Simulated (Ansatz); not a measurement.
A nudged elastic band was laid between two geometries of CH5Al + H3P (11 atoms, charge 0, multiplicity 1).

Computed with RKS LDA/6-31G* (Ansatz 0.2.0).

```json
{
  "movable images": "7",
  "climbing image": "yes",
  "spring": "5.0 eV/Å²",
  "optimiser": "quadratic models (default)",
  "start path": "through a guess of the saddle point",
  "force threshold": "0.05 eV/Å",
  "iteration limit": "60",
  "end points": "relaxed"
}
```

Image 0:

```xyz
11
Properties=species:S:1:pos:R:3
Al 0.023 0.032 0.063
H -0.266 -0.711 1.466
C 1.822 0.057 -0.690
H 2.019 -0.885 -1.240
H 1.966 0.881 -1.412
H 2.603 0.135 0.090
H -1.257 0.444 -0.824
P 0.220 2.776 1.317
H 1.508 2.477 0.754
H -0.480 2.472 0.092
H 0.043 1.432 1.841
```

Image 8:

```xyz
11
Properties=species:S:1:pos:R:3
Al 0.186 0.812 -0.136
H -0.020 -0.725 1.424
C 1.859 -0.041 -0.662
H 1.748 -1.135 -0.792
H 2.193 0.363 -1.638
H 2.678 0.142 0.058
H -1.236 0.297 -0.677
P 0.155 2.749 1.177
H 1.382 3.260 0.623
H -0.676 3.457 0.238
H -0.068 -0.070 1.842
```

(1) Which bonds break or form, and what moves?

(2) Give the energies along the band, and the barrier.

(3) What is the geometry of the highest image?

(4) What are the harmonic wavenumbers there?

The band took 18 iterations and roughly 4 core-minutes.

## Answers

(1) Bonds broken: Al1–H2, P8–H11. Bonds formed: Al1–P8, H2–H11. CH5Al + H3P becomes CH6AlP + H2.

(2) The run converged. The highest image is number 3 of 0 to 8, 0.53 eV above the first end and 0.78 eV above the last; the last end lies 0.25 eV below the first. A vibrational analysis at the climbing image gives one clearly imaginary mode, 912i cm⁻¹: a first-order saddle point. The orbitals stay closed-shell, which can raise the energy where a bond breaks towards radicals; this wasn't checked here.

```tsv
image	path coordinate (Å)	energy (eV)	Al1–H2 (Å)	P8–H11 (Å)	Al1–P8 (Å)
0	0.00	0.00	1.61	1.45	3.02
1	0.42	0.02	1.62	1.46	3.03
2	0.85	0.21	1.64	1.53	2.84
3	1.27	0.53	1.72	1.77	2.61
4	1.68	0.21	1.89	2.08	2.43
5	2.08	-0.11	2.06	2.38	2.35
6	2.49	-0.22	2.17	2.69	2.34
7	2.89	-0.24	2.19	2.86	2.34
8	3.30	-0.25	2.20	2.90	2.34
```

(3) 
```xyz
11
Properties=species:S:1:pos:R:3
Al 0.094 0.342 -0.056
H -0.146 -0.332 1.509
C 1.898 0.026 -0.704
H 2.000 -0.978 -1.156
H 2.177 0.767 -1.475
H 2.634 0.100 0.118
H -1.338 0.300 -0.753
P 0.051 2.546 1.350
H 1.427 2.599 0.939
H -0.466 2.940 0.069
H -0.130 0.800 1.616
```

(4) 912i, 77, 109, 129, 293, 331, 457, 496, 570, 638, 673, 711, 731, 965, 1051, 1156, 1204, 1410, 1416, 1514, 1681, 1902, 2329, 2356, 2979, 3070, 3075 cm⁻¹.

Time of the run: 110 s on 2 threads of Intel(R) Xeon(R) Platinum 8259CL CPU @ 2.50GHz (Skylake/Cascade Lake), on a shared host, peak memory 0.13 GiB.
